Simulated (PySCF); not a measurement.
Gas-phase XPS of `[BH3-][NH3+]`, computed

Compound: BH6N.
Cartesian coordinates in Å at the PBE0-D3(BJ)/def2-SVP level; atoms count from 1:
```xyz
8
BH6N angstrom
B     -0.8059    0.1056   -0.0392
N      0.8125   -0.1176    0.0050
H     -1.2191   -0.6697   -0.8925
H     -0.9644    1.2822   -0.3391
H     -1.2028   -0.1628    1.0883
H      1.0468   -1.0794    0.2531
H      1.2515    0.4950    0.6931
H      1.2377    0.0799   -0.9015
```

Computed with delta-SCF UKS SCAN, pcX-2 on the ionised atom, pcseg-1 elsewhere, spin-free X2C in PySCF. These are vertical core ionisation energies against the vacuum level, from separate self-consistent calculations with and without the core hole.

Task: List the computed XPS lines with their assignment.

Result: 
```csv
atom(s),bonded to,level,binding energy (eV),count
B1,N and 3 H,B 1s,193.92,1
N2,3 H and B,N 1s,408.24,1
```

Task: Which effective nuclear charge Zeff reproduces each element's mean 1s value in the hydrogen-like formula E = 13.606 eV × Zeff²?

Result: B (Z = 5): mean 193.9 eV, Zeff = 3.78, Z − Zeff = 1.22; N (Z = 7): mean 408.2 eV, Zeff = 5.48, Z − Zeff = 1.52. Means run over the listed sites, weighted by atom count.

Geometry: PBE0-D3(BJ)/def2-SVP; no solvent, vibrations or thermal averaging.
